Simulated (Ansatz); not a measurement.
`CC(C)(F)C=S`, relaxed with RKS PBE0-D4/def2-TZVP in Ansatz 0.2.0 from a PBE-D4/def2-SVP geometry. The force threshold is 0.005 eV/Å; the program also tests the step.

Total charge 0; spin multiplicity 1.

Start:

```xyz
13

C     0.521    0.537    1.213
C    -0.253    0.266   -0.085
C    -0.811   -1.163   -0.147
F    -1.331    1.143   -0.124
C     0.657    0.505   -1.274
S     0.431    1.612   -2.439
H     1.405   -0.125    1.304
H    -0.146    0.357    2.079
H     0.859    1.591    1.237
H    -1.405   -1.295   -1.071
H    -1.468   -1.338    0.728
H     0.003   -1.915   -0.134
H     1.539   -0.175   -1.287
```

Task: By how much does the energy fall, and how many steps does the optimiser take? (An estimate is asked.)

Result: Computed: 0.06 eV, in 6 steps, 1 of them rejected.

Task: Which bonds change most? (Estimate.)

Result: Computed: C5–S6 from 1.623 to 1.601 Å; C5–H13 from 1.114 to 1.094 Å; C1–H8 from 1.108 to 1.091 Å; C3–H11 from 1.108 to 1.091 Å.

Task: Give the relaxed structure. (Estimate.)

Result: Computed: 
```xyz
13

C     0.515    0.532    1.202
C    -0.253    0.265   -0.084
C    -0.804   -1.151   -0.145
F    -1.325    1.134   -0.120
C     0.646    0.502   -1.261
S     0.450    1.586   -2.424
H     1.388   -0.118    1.277
H    -0.137    0.342    2.056
H     0.845    1.571    1.232
H    -1.394   -1.285   -1.053
H    -1.444   -1.326    0.722
H     0.004   -1.885   -0.137
H     1.510   -0.169   -1.267
```
